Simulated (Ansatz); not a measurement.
Total energies of C₃ (the lowest singlet isomer of a short search) from Ansatz at r2SCAN-D4/def2-TZVP, gas phase (1 Eh = 27.2114 eV = 2625.5 kJ/mol). The reference geometry is relaxed at r2SCAN-D4/def2-TZVP.

```tsv
atom	x (Å)	y (Å)	z (Å)
C1	0.000	0.000	0.000
C2	-0.649	0.540	-0.979
C3	0.650	-0.540	0.978
```

```json
{"state": "charge 0 singlet", "geometry": "reference", "energy (Eh)": "-114.00844"}
{"state": "charge 1 doublet", "geometry": "reference", "energy (Eh)": "-113.57099"}
{"state": "charge 0 triplet", "geometry": "relaxed at r2SCAN-D4/def2-TZVP", "energy (Eh)": "-113.94343"}
{"state": "charge 0 quintet", "geometry": "relaxed at r2SCAN-D4/def2-TZVP", "energy (Eh)": "-113.91434"}
{"state": "free C atom (triplet)", "geometry": "–", "energy (Eh)": "-37.83292"}
```

(1) Work out the vertical ionisation energy to the doublet.

(2) Which of the charge 0 states is lowest, and how far above it are the others?

(3) What is the binding energy per atom against free atoms?

(1) E(charge 1 doublet) − E(charge 0 singlet) = -113.57099 − (-114.00844) = 0.43745 Eh = 11.90 eV. For comparison, −ε of the highest occupied level is 8.31 eV at this level, 3.59 eV less.

(2) The singlet. triplet: -113.94343 − (-114.00844) = 0.06501 Eh = 170.7 kJ/mol; quintet: -113.91434 − (-114.00844) = 0.09410 Eh = 247.1 kJ/mol.

(3) Atoms: 3 × (-37.83292) = -113.49876 Eh. Binding: -113.49876 − (-114.00844) = 0.50968 Eh = 13.87 eV, or 4.62 eV for each of 3 atoms (no zero-point energy, no counterpoise term).

At r2SCAN-D4/def2-TZVP the charge 0 quintet is spin-contaminated (final ⟨S²⟩ up to 6.13, 6.00 for a pure state). 

The structure comes from a short search, and lower isomers may exist.
